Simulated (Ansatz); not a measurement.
Cost and result for the atomization energy of C3H7NO (`COC(C)=N`) (12 atoms, 11 bonds).

Z-matrix (Å, degrees):
```
C
O 1 1.419
H 1 1.092 2 110.7
H 1 1.089 2 105.8 3 119.9
H 1 1.092 2 110.7 3 -120.2
C 2 1.341 1 116.0 3 60.1
N 6 1.265 2 121.0 1 0.0
C 6 1.496 2 110.4 1 180.0
H 7 1.014 6 110.6 2 180.0
H 8 1.089 6 111.0 2 179.7
H 8 1.092 6 109.9 2 -59.3
H 8 1.092 6 109.9 2 58.6
```

The species carries charge 0 and has multiplicity 1. The geometry is a stationary point of PBE0-D4/def2-TZVP. It is one conformer, not always the lowest. Program: Ansatz. All runs use 4 threads of an Intel Xeon Platinum 8259CL on a shared host. Times are those of one run each, without the atoms' runs, and a repeat can differ threefold. Electronic energies, without spin–orbit coupling; frozen cores. CCSD(T)/CBS adds CCSD(T) − MP2 in def2-TZVPP to the MP2 limit, and its time is that of the two runs behind it. T1 = 0.013. B3LYP takes the VWN-RPA correlation (the form of Gaussian; ORCA's B3LYP/G).

CCSD(T)/CBS is a level of theory with its own doubt, some kJ/mol a heavy atom from the limit and from the frozen cores, so smaller differences don't rank the functionals.

```json
{"level": "PBE0-D4/def2-TZVPP", "functions": "253", "wall time": "2.6 s", "atomization (kJ/mol)": "4805.7", "difference from CCSD(T)/CBS": "34.7", "per bond": "3.2"}
{"level": "r2SCAN-D4/def2-TZVPP (with forces)", "functions": "253", "wall time": "4.3 s", "atomization (kJ/mol)": "4785.5", "difference from CCSD(T)/CBS": "14.5", "per bond": "1.3"}
{"level": "B3LYP-D4/def2-TZVPP (with forces)", "functions": "253", "wall time": "4.4 s", "atomization (kJ/mol)": "4791.3", "difference from CCSD(T)/CBS": "20.3", "per bond": "1.8"}
{"level": "B2PLYP/def2-TZVPP", "functions": "253", "wall time": "5.5 s", "atomization (kJ/mol)": "4738.0", "difference from CCSD(T)/CBS": "-33.0", "per bond": "-3.0"}
{"level": "ωB97X-V/def2-TZVPP", "functions": "253", "wall time": "7 s", "atomization (kJ/mol)": "4789.2", "difference from CCSD(T)/CBS": "18.2", "per bond": "1.7"}
{"level": "PBE-D4/def2-TZVPP (with forces)", "functions": "253", "wall time": "7 s", "atomization (kJ/mol)": "4919.5", "difference from CCSD(T)/CBS": "148.5", "per bond": "13.5"}
{"level": "ωB97M-V/def2-TZVPP (with forces)", "functions": "253", "wall time": "8.5 s", "atomization (kJ/mol)": "4795.9", "difference from CCSD(T)/CBS": "24.9", "per bond": "2.3"}
{"level": "MP2/def2-QZVPP", "functions": "495", "wall time": "23 s", "atomization (kJ/mol)": "4800.3", "difference from CCSD(T)/CBS": "29.3", "per bond": "2.7"}
{"level": "CCSD(T)/def2-TZVPP", "functions": "253", "wall time": "99 s", "atomization (kJ/mol)": "4647.0", "difference from CCSD(T)/CBS": "-124.0", "per bond": "-11.3"}
{"level": "CCSD(T)/CBS(def2)", "functions": "–", "wall time": "2 min", "atomization (kJ/mol)": "4771.0", "difference from CCSD(T)/CBS": "0.0", "per bond": "0.0"}
```

In def2-TZVPP, CCSD(T) changes the Hartree–Fock value by +1262.6 kJ/mol (the triples alone add +77.9 kJ/mol) and MP2 by +1342.5 kJ/mol; breaking electron pairs costs correlation energy, which Hartree–Fock lacks. The D4 term adds +30.8 kJ/mol with B3LYP and +16.2 kJ/mol with PBE0; it sums over pairs of atoms, weighted by their polarisabilities, and B3LYP, whose exchange is more repulsive, gets the larger term. From PBE to PBE0 (25 % exact exchange), in def2-TZVPP and without D4, the atomization energy moves by −110.6 kJ/mol: exact exchange takes away binding that semilocal exchange gives to molecules.
